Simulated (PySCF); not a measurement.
Dissociation curve of SMILES S (H2S). The S1–H3 bond (S1 also carries H; H3 carries nothing else) is varied alone, starting from the PBE0/def2-TZVP optimised geometry.

Methods: RKS-PBE = restricted PBE/6-31G (PySCF); UKS-PBE = unrestricted PBE/6-31G run with PySCF 2.14.0; RKS-r2SCAN = restricted r2SCAN/6-31G run with PySCF; UCCSD(T) = CCSD(T) on UHF/6-31G, 5 core orbitals frozen (PySCF 2.14.0).

Energies relative to the lowest point of each curve near equilibrium, in kJ/mol; the last columns give the difference from UCCSD(T):

```csv
R / Å,RKS-PBE,UKS-PBE,RKS-r2SCAN,UCCSD(T),RKS-PBE − UCCSD(T),UKS-PBE − UCCSD(T),RKS-r2SCAN − UCCSD(T)
1.01,318.8,318.8,308.9,314.9,3.8,3.8,-6.1
1.08,182.4,182.4,174.4,179.2,3.2,3.2,-4.8
1.15,94.3,94.3,88.3,91.9,2.4,2.4,-3.6
1.20,53.2,53.2,48.6,51.5,1.7,1.7,-2.9
1.26,21.8,21.8,18.9,20.8,1.0,1.0,-2.0
1.29,12.0,12.0,9.8,11.3,0.7,0.7,-1.5
1.34,2.4,2.4,1.6,2.2,0.2,0.2,-0.6
1.37,0.0,0.0,0.0,0.0,0.0,0.0,0.0
1.41,0.1,0.1,1.1,0.2,-0.2,-0.2,0.9
1.47,5.7,5.7,8.2,5.8,-0.1,-0.1,2.4
1.54,18.4,18.4,22.5,18.0,0.4,0.4,4.5
1.65,46.9,46.9,53.4,44.7,2.2,2.2,8.7
1.82,100.8,100.8,110.6,93.3,7.5,7.5,17.3
2.00,160.7,160.7,173.7,144.5,16.2,16.2,29.2
2.20,223.6,223.6,239.9,193.7,29.9,29.9,46.3
2.44,289.4,285.5,309.5,238.2,51.2,47.3,71.2
2.65,337.1,315.0,360.2,265.0,72.0,50.0,95.1
2.92,385.6,334.3,411.9,286.1,99.5,48.2,125.9
3.30,—,346.1,—,297.1,—,49.0,—
3.61,—,350.3,—,299.1,—,51.2,—
4.03,—,352.9,—,299.8,—,53.1,—
4.64,—,354.1,—,300.0,—,54.1,—
```

RKS-PBE is furthest from UCCSD(T) at 2.92 (99.5 kJ/mol, above); its mean absolute difference over the points is 16.2 kJ/mol.

UKS-PBE is furthest from UCCSD(T) at 4.64 (54.1 kJ/mol, above); its mean absolute difference over the points is 19.2 kJ/mol.

RKS-r2SCAN is furthest from UCCSD(T) at 2.92 (125.9 kJ/mol, above); its mean absolute difference over the points is 23.5 kJ/mol.

A dash means that the run gave no value there, or that the column was ended at a point which the program doubted or which failed a test of continuity chosen for this set; such a test can also cut sound points.

The restricted form behind RKS-PBE, RKS-r2SCAN keeps the bonding electrons paired and can't separate into open-shell fragments. The unrestricted determinant behind UKS-PBE is spin-contaminated at 2.44 to 4.64 Å (<S²> up to 1.0, against 0.00 for a pure singlet). The unrestricted determinant behind UCCSD(T) is spin-contaminated at 1.82 to 4.64 Å (<S²> up to 1.0, against 0.00 for a pure singlet).
